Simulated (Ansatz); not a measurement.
System (SMILES): F[B]F, doublet.
Atoms: B1, F2, F3. Bonds: B1-F2, B1-F3.

Basis-set convergence of the optimised B1-F2 bond length at MP2 with Ansatz (an electronic-structure program). The reference of a correlated method is not its basis-set limit, which lies further on. Cartesian d functions, on some or all atoms, in 6-31G*; all else is spherical. Cores are frozen. Open shells are unrestricted. No added dispersion term, no relativity. Reference: the value in def2-QZVPP, 1.3084 Å, itself unsure by roughly 0.0002 Å (its distance from cc-pVQZ).

```tsv
basis	functions	optimised B1-F2 bond length (Å)
cc-pVDZ	42	?
def2-SVP	42	?
6-31G*	45	?
6-311G**	54	1.3136
aug-cc-pVDZ	69	?
pcseg-2	90	1.3101
6-311++G(3df,3pd)	117	1.3068
def2-TZVPPD	117	1.3136
jun-cc-pV(T+d)Z	117	1.3124
cc-pCVTZ	129	1.3101
aug-cc-pVTZ	138	1.3136
cc-pVQZ	165	1.3082
def2-QZVPP	171	1.3084
```

Problem. Some entries are withheld; supply them.

Solution. 
- cc-pVDZ, optimised B1-F2 bond length (Å): 1.3296
- def2-SVP, optimised B1-F2 bond length (Å): 1.3141
- 6-31G*, optimised B1-F2 bond length (Å): 1.3215
- aug-cc-pVDZ, optimised B1-F2 bond length (Å): 1.3411
